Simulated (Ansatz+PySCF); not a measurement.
The numbers below are computed, except where a source is named.
A run of PySCF 2.14.0 on triplet AlN at this shape:

```
atom   x (Å)   y (Å)   z (Å)
  Al  0.0000  0.0000  0.0000
   N  0.0000  0.0000  2.2800
```

Its results:

* Converged: yes
* Reference energy: -292.56895 hartree
* CCSD correlation energy: -0.06137 hartree
* Triples correction: -0.00672 hartree
* Total energy: -292.63704 hartree
* Spin squared of the determinant: 2.044

Q: Which input gives this output? Name the method, the orbitals and the basis set, and write the input.

A: UHF-CCSD(T) in STO-3G.

```python
from pyscf import gto, scf, cc

mol = gto.M(atom="""
Al 0.000000 0.000000 0.000000
N 0.000000 0.000000 2.280000
""", basis='sto-3g', charge=0, spin=2)
mf = scf.UHF(mol)
mf.kernel()
mycc = cc.CCSD(mf, frozen=6).run()
et = mycc.ccsd_t()
print(mf.e_tot, mycc.e_corr, et, mycc.e_tot + et)
```

This is not the lowest solution: another run reaches a determinant 1.94 eV lower. Caution: large share of triples, a single reference is doubtful; another reference gives a lower total.
